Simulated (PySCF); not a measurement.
## Atomic charges against the basis set

Compound: C5H7F.
Structure used (PBE0-D3(BJ)/def2-SVP), in Å, numbered top down from 1:
```xyz
13
C5H7F angstrom
C     -0.6865    1.4658    0.8023
C     -0.0730    0.4180    0.2231
C     -0.8352   -0.5732   -0.6084
C      1.3674    0.2456    0.4112
C      2.1686   -0.7143   -0.0621
F      1.7574   -1.7253   -0.8262
H     -0.1337    2.1888    1.4084
H     -1.7608    1.6285    0.6848
H     -0.7480   -1.5893   -0.1942
H     -0.4377   -0.6207   -1.6334
H     -1.8990   -0.3049   -0.6571
H      1.8751    0.9976    1.0218
H      3.2430   -0.7566    0.1363
```

PBE0 throughout (PySCF), one geometry, spherical d and f functions. The structure is a single PBE0-D3(BJ)/def2-SVP conformer in the gas phase; no vibrational or solvent corrections. The first 7 of 11 kinds of atom are listed.

Mulliken charges (e):

```json
{"basis": "STO-3G", "functions": "37", "C1": "-0.172", "C2": "0.000", "C3": "-0.240", "C4": "-0.124", "C5": "+0.017", "F6": "-0.062", "H7": "+0.076"}
{"basis": "6-31G", "functions": "68", "C1": "-0.402", "C2": "+0.139", "C3": "-0.545", "C4": "-0.205", "C5": "+0.112", "F6": "-0.308", "H7": "+0.156"}
{"basis": "pcSseg-0", "functions": "68", "C1": "-0.360", "C2": "-0.216", "C3": "-0.602", "C4": "-0.270", "C5": "+0.168", "F6": "-0.347", "H7": "+0.213"}
{"basis": "6-31G*", "functions": "98", "C1": "-0.454", "C2": "+0.201", "C3": "-0.595", "C4": "-0.247", "C5": "+0.140", "F6": "-0.294", "H7": "+0.167"}
{"basis": "cc-pVDZ", "functions": "119", "C1": "+0.003", "C2": "-0.227", "C3": "+0.002", "C4": "-0.065", "C5": "+0.169", "F6": "-0.165", "H7": "+0.031"}
{"basis": "def2-SVP", "functions": "119", "C1": "-0.080", "C2": "-0.164", "C3": "+0.023", "C4": "-0.049", "C5": "+0.165", "F6": "-0.204", "H7": "+0.039"}
{"basis": "aug-cc-pVDZ", "functions": "201", "C1": "+0.842", "C2": "+0.558", "C3": "+0.138", "C4": "+0.907", "C5": "+0.509", "F6": "-0.544", "H7": "-0.545"}
{"basis": "6-311+G(2d,p)", "functions": "204", "C1": "-0.590", "C2": "+0.849", "C3": "-0.861", "C4": "-0.037", "C5": "-0.053", "F6": "-0.270", "H7": "+0.116"}
{"basis": "def2-TZVP", "functions": "228", "C1": "-0.301", "C2": "+0.074", "C3": "-0.338", "C4": "-0.201", "C5": "+0.070", "F6": "-0.184", "H7": "+0.121"}
{"basis": "cc-pVTZ", "functions": "278", "C1": "-0.301", "C2": "+0.089", "C3": "-0.269", "C4": "-0.170", "C5": "+0.056", "F6": "-0.160", "H7": "+0.105"}
{"basis": "IGLO-III", "functions": "280", "C1": "-0.279", "C2": "+0.178", "C3": "-0.422", "C4": "-0.157", "C5": "+0.140", "F6": "-0.231", "H7": "+0.093"}
{"basis": "pcSseg-2", "functions": "314", "C1": "-0.088", "C2": "-0.033", "C3": "-0.005", "C4": "-0.150", "C5": "+0.252", "F6": "-0.255", "H7": "+0.048"}
```

IAO charges (e):

```csv
basis,functions,C1,C2,C3,C4,C5,F6,H7
STO-3G,37,-0.263,-0.022,-0.399,-0.202,+0.018,-0.079,+0.129
6-31G,68,-0.327,+0.030,-0.440,-0.201,+0.100,-0.248,+0.145
pcSseg-0,68,-0.306,+0.012,-0.428,-0.205,+0.107,-0.238,+0.139
6-31G*,98,-0.317,+0.028,-0.418,-0.206,+0.137,-0.255,+0.139
cc-pVDZ,119,-0.324,+0.030,-0.419,-0.208,+0.133,-0.256,+0.141
def2-SVP,119,-0.312,+0.028,-0.408,-0.204,+0.136,-0.256,+0.137
aug-cc-pVDZ,201,-0.336,+0.031,-0.428,-0.209,+0.131,-0.269,+0.146
"6-311+G(2d,p)",204,-0.335,+0.030,-0.430,-0.208,+0.131,-0.270,+0.146
def2-TZVP,228,-0.334,+0.031,-0.429,-0.209,+0.136,-0.269,+0.145
cc-pVTZ,278,-0.334,+0.031,-0.431,-0.210,+0.136,-0.267,+0.145
IGLO-III,280,-0.336,+0.030,-0.431,-0.209,+0.133,-0.270,+0.146
pcSseg-2,314,-0.334,+0.030,-0.430,-0.210,+0.135,-0.269,+0.146
```

Hirshfeld charges (e):

| basis | functions | C1 | C2 | C3 | C4 | C5 | F6 | H7 |
| --- | --- | --- | --- | --- | --- | --- | --- | --- |
| STO-3G | 37 | -0.076 | +0.005 | -0.036 | -0.070 | +0.037 | -0.017 | +0.023 |
| 6-31G | 68 | -0.110 | +0.013 | -0.102 | -0.072 | +0.035 | -0.080 | +0.041 |
| pcSseg-0 | 68 | -0.104 | +0.016 | -0.108 | -0.073 | +0.040 | -0.069 | +0.040 |
| 6-31G* | 98 | -0.110 | +0.010 | -0.101 | -0.076 | +0.036 | -0.068 | +0.041 |
| cc-pVDZ | 119 | -0.108 | +0.011 | -0.114 | -0.077 | +0.034 | -0.055 | +0.040 |
| def2-SVP | 119 | -0.110 | +0.013 | -0.118 | -0.076 | +0.039 | -0.061 | +0.041 |
| aug-cc-pVDZ | 201 | -0.111 | +0.003 | -0.127 | -0.079 | +0.039 | -0.069 | +0.045 |
| 6-311+G(2d,p) | 204 | -0.107 | -0.002 | -0.119 | -0.079 | +0.040 | -0.073 | +0.044 |
| def2-TZVP | 228 | -0.110 | +0.004 | -0.122 | -0.078 | +0.039 | -0.069 | +0.044 |
| cc-pVTZ | 278 | -0.111 | +0.007 | -0.123 | -0.078 | +0.038 | -0.064 | +0.043 |
| IGLO-III | 280 | -0.111 | +0.004 | -0.127 | -0.078 | +0.039 | -0.070 | +0.044 |
| pcSseg-2 | 314 | -0.111 | +0.005 | -0.128 | -0.077 | +0.040 | -0.070 | +0.044 |

ESP-fitted charges (e):

```json
{"basis": "STO-3G", "functions": "37", "C1": "-0.490", "C2": "+0.502", "C3": "-0.654", "C4": "-0.449", "C5": "+0.155", "F6": "-0.063", "H7": "+0.147"}
{"basis": "6-31G", "functions": "68", "C1": "-0.687", "C2": "+0.603", "C3": "-0.698", "C4": "-0.582", "C5": "+0.235", "F6": "-0.204", "H7": "+0.223"}
{"basis": "pcSseg-0", "functions": "68", "C1": "-0.748", "C2": "+0.692", "C3": "-0.852", "C4": "-0.675", "C5": "+0.275", "F6": "-0.209", "H7": "+0.242"}
{"basis": "6-31G*", "functions": "98", "C1": "-0.680", "C2": "+0.580", "C3": "-0.686", "C4": "-0.528", "C5": "+0.129", "F6": "-0.130", "H7": "+0.217"}
{"basis": "cc-pVDZ", "functions": "119", "C1": "-0.653", "C2": "+0.573", "C3": "-0.659", "C4": "-0.548", "C5": "+0.149", "F6": "-0.136", "H7": "+0.209"}
{"basis": "def2-SVP", "functions": "119", "C1": "-0.653", "C2": "+0.578", "C3": "-0.657", "C4": "-0.557", "C5": "+0.177", "F6": "-0.152", "H7": "+0.209"}
{"basis": "aug-cc-pVDZ", "functions": "201", "C1": "-0.768", "C2": "+0.711", "C3": "-0.765", "C4": "-0.622", "C5": "+0.182", "F6": "-0.161", "H7": "+0.242"}
{"basis": "6-311+G(2d,p)", "functions": "204", "C1": "-0.785", "C2": "+0.715", "C3": "-0.787", "C4": "-0.608", "C5": "+0.154", "F6": "-0.158", "H7": "+0.248"}
{"basis": "def2-TZVP", "functions": "228", "C1": "-0.775", "C2": "+0.706", "C3": "-0.768", "C4": "-0.604", "C5": "+0.155", "F6": "-0.151", "H7": "+0.243"}
{"basis": "cc-pVTZ", "functions": "278", "C1": "-0.738", "C2": "+0.661", "C3": "-0.731", "C4": "-0.576", "C5": "+0.146", "F6": "-0.144", "H7": "+0.233"}
{"basis": "IGLO-III", "functions": "280", "C1": "-0.770", "C2": "+0.692", "C3": "-0.747", "C4": "-0.586", "C5": "+0.149", "F6": "-0.153", "H7": "+0.242"}
{"basis": "pcSseg-2", "functions": "314", "C1": "-0.786", "C2": "+0.722", "C3": "-0.774", "C4": "-0.614", "C5": "+0.175", "F6": "-0.163", "H7": "+0.246"}
```

Q: Which scheme is steadiest as the basis changes?

A: Largest range over the bases for any column: Hirshfeld 0.09 e, IAO 0.19 e, ESP-fitted 0.30 e, Mulliken 1.43 e. Hirshfeld charges move least and Mulliken charges most, counted in e. Without the minimal STO-3G basis the ranges are Hirshfeld 0.03, IAO 0.04, ESP-fitted 0.19, Mulliken 1.43 e.

Q: How much do the charges still move between the two largest bases, IGLO-III and pcSseg-2?

A: At most, over all atoms: Mulliken 0.418 e, IAO 0.002 e, Hirshfeld 0.001 e, ESP-fitted 0.030 e.

Q: What do the same runs give for the total energy, the frontier levels and the dipole moment?

A: 
```json
{"basis": "STO-3G", "energy (Eh)": "-290.4276", "HOMO (eV)": "-4.05", "LUMO (eV)": "2.36", "μ (D)": "0.47"}
{"basis": "6-31G", "energy (Eh)": "-294.1359", "HOMO (eV)": "-6.37", "LUMO (eV)": "-0.40", "μ (D)": "1.12"}
{"basis": "pcSseg-0", "energy (Eh)": "-293.5480", "HOMO (eV)": "-6.62", "LUMO (eV)": "-0.64", "μ (D)": "1.19"}
{"basis": "6-31G*", "energy (Eh)": "-294.1984", "HOMO (eV)": "-6.26", "LUMO (eV)": "-0.29", "μ (D)": "0.83"}
{"basis": "cc-pVDZ", "energy (Eh)": "-294.2236", "HOMO (eV)": "-6.42", "LUMO (eV)": "-0.49", "μ (D)": "0.79"}
{"basis": "def2-SVP", "energy (Eh)": "-293.9914", "HOMO (eV)": "-6.50", "LUMO (eV)": "-0.58", "μ (D)": "0.85"}
{"basis": "aug-cc-pVDZ", "energy (Eh)": "-294.2422", "HOMO (eV)": "-6.60", "LUMO (eV)": "-0.82", "μ (D)": "0.83"}
{"basis": "6-311+G(2d,p)", "energy (Eh)": "-294.2945", "HOMO (eV)": "-6.61", "LUMO (eV)": "-0.82", "μ (D)": "0.88"}
{"basis": "def2-TZVP", "energy (Eh)": "-294.3206", "HOMO (eV)": "-6.58", "LUMO (eV)": "-0.74", "μ (D)": "0.84"}
{"basis": "cc-pVTZ", "energy (Eh)": "-294.3113", "HOMO (eV)": "-6.55", "LUMO (eV)": "-0.68", "μ (D)": "0.81"}
{"basis": "IGLO-III", "energy (Eh)": "-294.3274", "HOMO (eV)": "-6.60", "LUMO (eV)": "-0.80", "μ (D)": "0.83"}
{"basis": "pcSseg-2", "energy (Eh)": "-294.3211", "HOMO (eV)": "-6.61", "LUMO (eV)": "-0.80", "μ (D)": "0.86"}
```

The dipole is fixed by the density alone, so its range of 0.72 D shows that the density itself changes with the basis, not only its division among atoms.
